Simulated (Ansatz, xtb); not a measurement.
**Relative energy of two isomers of C2H6S**

Structure X: `CSC`, a singlet. Structure Y: `CCS`, a singlet. Both are isolated molecules in the gas phase, relaxed with PBE0-D3(BJ)/def2-SVP; the shapes shown needn't be the lowest conformers.

X (Å):

```xyz
9

C    -2.2698    0.0367    0.0258
C     0.1512   -0.3981    1.2640
S    -1.1448   -1.3178    0.4129
H    -2.6398    0.5292    0.9386
H    -1.7933    0.7847   -0.6270
H    -3.1265   -0.3979   -0.5083
H    -0.2317    0.0966    2.1702
H     0.6148    0.3523    0.6047
H     0.9205   -1.1246    1.5613
```

Y (Å):

```yaml
atoms:
  - { symbol: C, position_ang: [-1.8150, 0.0138, 0.0723] }
  - { symbol: C, position_ang: [-0.9868, -0.2955, 1.3036] }
  - { symbol: S, position_ang: [0.6244, -1.0669, 0.9501] }
  - { symbol: H, position_ang: [-1.9797, -0.8919, -0.5297] }
  - { symbol: H, position_ang: [-1.3133, 0.7552, -0.5691] }
  - { symbol: H, position_ang: [-2.7965, 0.4270, 0.3562] }
  - { symbol: H, position_ang: [-1.4974, -1.0313, 1.9446] }
  - { symbol: H, position_ang: [-0.8303, 0.6021, 1.9215] }
  - { symbol: H, position_ang: [1.1507, -0.0232, 0.2726] }
```

Estimate which is lower in electronic energy at CCSD(T)/def2-TZVP, and by roughly how much.

Too close to call at this level: CCSD(T)/def2-TZVP gives E(Y) − E(X) = −7.17 kJ/mol.

Level by level:

| level | geometry | E(Y) − E(X) (kJ/mol) | departure from the last row (kJ/mol) | job, with rough time for the two |
| --- | --- | --- | --- | --- |
| GFN2-xTB | GFN2-xTB | −17.64 | −10.46 | optimisation, 0.19 s |
| HF/STO-3G | GFN2-xTB | +16.77 | +23.94 | single point, 0.6 s |
| r2SCAN-D4/def2-SVP | GFN2-xTB | −13.71 | −6.53 | single point, 2.9 s |
| PBE0-D3(BJ)/def2-SVP | PBE0-D3(BJ)/def2-SVP | −13.89 | −6.72 | optimisation, 15 s |
| HF/def2-TZVP | PBE0-D3(BJ)/def2-SVP | −7.84 | −0.67 | part of the CCSD(T) run |
| MP2/def2-TZVP | PBE0-D3(BJ)/def2-SVP | −5.60 | +1.57 | part of the CCSD(T) run |
| CCSD(T)/def2-TZVP | PBE0-D3(BJ)/def2-SVP | −7.17 |  | single point, 32 s |

As drawn, Y has 1 C–C, 1 S–H in place of 1 C–S, 1 C–H.

HF/STO-3G puts the two in the other order. The largest departure from CCSD(T)/def2-TZVP is that of HF/STO-3G, 23.94 kJ/mol.

With harmonic frequencies from PBE0-D3(BJ)/def2-SVP (ideal gas, rigid rotor, one conformer each, 298.15 K, 1 atm): the zero-point term adds −1.63 kJ/mol; ΔH is −9.46 and ΔG −9.59 kJ/mol.

The correlated steps freeze 7 core orbitals. Mirror images aren't counted in ΔG. Run with Ansatz 0.2.0, xtb 6.7.1; the last row on 2 threads of AMD EPYC 7R43 64-Core Processor (Zen 3) on a shared host.
